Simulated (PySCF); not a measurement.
**Al₃, quartet: molecular constants**

Level of theory: UPBE0/[Al def2-TZVP], no relativity, density fitting, PySCF.

The structure is a minimum.

Coordinates in bohr (charge 0 multiplicity 4):
```
Al    0.0000    2.6787    0.0000
Al    2.7496   -1.3394    0.0000
Al   -2.7497   -1.3393    0.0000
```

```
Point group                                                                   : C2v
Bond lengths                                                                  : Al–Al 2.576 Å (×2), Al–Al 2.910 Å
Bond angles                                                                   : Al–Al–Al 55.6° (×2), Al–Al–Al 68.8°
Rotational constants                                                          : 0.2073, 0.1476, 0.0862 cm⁻¹
Dipole moment                                                                 : 0.11 D
Spin squared ⟨S²⟩                                                             : 3.760
Enthalpy at 298.15 K above 0 K                                                : 13.75 kJ/mol
Rotational symmetry number                                                    : 2
Highest occupied level (α)                                                    : -4.69 eV
Atomisation energy without zero-point energy                                  : 361 kJ/mol
Lowest empty level (β)                                                        : -2.96 eV
Heat capacity Cp at 298.15 K                                                  : 55.1 J/(mol K)
Principal polarisabilities                                                    : 94.2, 169.2, 183.5 bohr³
Principal quadrupole moments (Buckingham, traceless) about the centre of mass : -1.64, 0.63, 1.01 D Å
Entropy at 298.15 K and 1 bar (electronic part: spin only)                    : 300.4 J/(mol K)
Zero-point energy                                                             : 4.6 kJ/mol
```

Harmonic modes (masses in u: Al 26.982):
```tsv
symmetry	ω (cm⁻¹)	IR (km/mol)
a1	157	1.5
b2	287	9.0
a1	321	1.6
```

In C2v the vibrations span 2a1 + b2. Here b1 is antisymmetric to the molecular plane and b2 lies in it.

Charges (e):
```tsv
atom	Mulliken	Löwdin	polar tensor	spin (Mulliken)	Mayer order to Al1
Al1	-0.06	-0.07	-0.13	1.04	–
Al2,3	0.03	0.03	0.06	0.98	1.06
```
Other Mayer orders above 0.3: Al–Al 0.67.

Mulliken populations on Al1: s 5.70, p 7.27, d 0.09, f 0.00.

Only a few start shapes were tried, so a lower isomer may exist.

The final relaxation and frequency run took 37 s on 2 threads of a shared Arm Neoverse V1 host, with 111 basis functions and 8 gradients; the process peaked at 1 GiB.
